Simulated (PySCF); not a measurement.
H₃N, SMILES N.

Coordinates come from a PBE0-D3(BJ)/def2-TZVPD optimisation.

All values below come from ωB97X/def2-TZVPD in PySCF.

The molecule is in vacuum.

```yaml
total_energy: -56.56604 hartree
point_group: C3v
highest_occupied_level: -10.28 eV
lowest_empty_level: 2.19 eV
orbital_gap: 12.47 eV
dipole_moment: 1.56 D
quadrupole, principal values (traceless, Buckingham form, about the centre of nuclear charge): -3.06, 1.53, 1.53 D·Å
mean_static_polarisability: 13.9 bohr³ (2.07 Å³)
polarisability_principal_values: 13.5, 13.5, 14.8 bohr³
```
